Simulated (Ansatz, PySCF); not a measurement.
System: C4H5 (charge 0, doublet). SMILES: [CH2]C#CC
Coordinates optimised at B3LYP-D3(BJ)/def2-TZVP (Ansatz, an electronic-structure program):
```xyz
9

C     -0.0030    -0.1564     2.0674
C     -0.0010    -0.0559     0.7061
C      0.0008     0.0323    -0.5132
C      0.0029     0.1519    -1.9587
H     -0.9312    -0.2049     2.6212
H      0.9235    -0.1905     2.6250
H     -0.0047     1.2023    -2.2661
H      0.8918    -0.3120    -2.3930
H     -0.8770    -0.3258    -2.3966
```
Charge 0, spin multiplicity 2.

Property: atomisation energy, in kcal/mol. Conventions: 6-31G* and kin with 6d, 5d where marked; non-relativistic; valence correlation only; UHF or UKS for open shells; atomisation electronic, to ground-state atoms; no dispersion term unless named; spin-orbit terms left out. First-principles rows: single points at B3LYP-D3(BJ) geometries (Ansatz). A UHF reference is markedly spin-contaminated in at least one set, which strains HF and MP2.

| level | program | atomisation energy (kcal/mol) |
|---|---|---|
| HF/3-21G | Ansatz | 650.3 |
| PBE/STO-3G | Ansatz | 1087.3 |
| B3LYP/STO-3G | Ansatz | 1043.7 |
| MP2/STO-3G | Ansatz | 903.7 |
| MP2/3-21G | Ansatz | 790.0 |
| MP2/6-31G* | Ansatz | 838.5 |
| PBE/def2-TZVPD | Ansatz | 933.7 |
| r2SCAN-D4/def2-TZVPD | Ansatz + dftd4 | 914.5 |
| M06-2X/def2-TZVPD | PySCF | 905.7 |

No value to compare with is used here. The 6 habitual levels span 650.3 (HF/3-21G) to 1087.3 kcal/mol (PBE/STO-3G); PBE/def2-TZVPD gives 933.7.

The levels are drawn from those run, B3LYP/6-31G* more often than the rest, none by its result; runs whose electronic state is in doubt are left out.
